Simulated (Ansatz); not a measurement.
The first iterations of a band of C2H5NS (9 atoms, charge 0, multiplicity 1).

Theory: UKS B3LYP-D4/def2-SVP (Ansatz 0.2.0).

```yaml
movable_images: 5
climbing_image: yes
spring: 5.0 eV/Å²
optimiser: fire
start_path: through a guess of the saddle point
force_threshold: 0.03 eV/Å
iteration_limit: 60
end_points: relaxed
largest_step: 0.5 Å
```

Image 0:

```xyz
9
Properties=species:S:1:pos:R:3
C 0.675 1.002 -0.030
C -0.165 -0.050 -0.057
N 0.016 -1.211 -0.797
S -1.754 -0.080 0.776
H 1.655 0.936 -0.509
H 0.394 1.945 0.437
H -0.227 -2.075 -0.321
H 0.899 -1.267 -1.294
H -1.405 0.754 1.779
```

Image 6:

```xyz
9
Properties=species:S:1:pos:R:3
C 0.876 1.081 -0.070
C -0.014 0.092 0.135
N -0.129 -1.071 -0.619
S -1.189 0.218 1.478
H 1.686 0.959 -0.794
H 0.798 2.026 0.466
H -0.290 -1.914 -0.074
H 0.604 -1.196 -1.312
H -2.254 -0.241 0.774
```

| iteration | highest image above the first end (eV) | largest band force component (eV/Å) |
| --- | --- | --- |
| 1 | 6.612 | 28.325 |
| 2 | 2.810 | 5.106 |
| 3 | 2.638 | 4.991 |
| 4 | 2.334 | 4.660 |
| 5 | 1.931 | 4.096 |
| 6 | 1.460 | 3.108 |
| 7 | 1.355 | 2.976 |
| 8 | 1.251 | 2.639 |
| 9 | 1.172 | 2.233 |
| 10 | 1.070 | 2.203 |
| 11 | 0.945 | 2.114 |
| 12 | 0.925 | 2.086 |
| 13 | 0.886 | 2.028 |
| 14 | 0.831 | 1.938 |
| 15 | 0.760 | 1.817 |
| 16 | 0.745 | 1.793 |
| 17 | 0.715 | 1.746 |
| 18 | 0.672 | 1.676 |

Question: Does the band converge within its limit, and where does its top end?

Answer: It converged. It ended after 56 iterations with the highest image 0.068 eV above the first end. Another band between the same ends (5 images) ends at a top of the same energy, where a vibrational analysis finds 1 clearly imaginary mode.

Run time: 11 min on 2 threads of Arm Neoverse V1, on a shared host, peak memory 0.22 GiB.
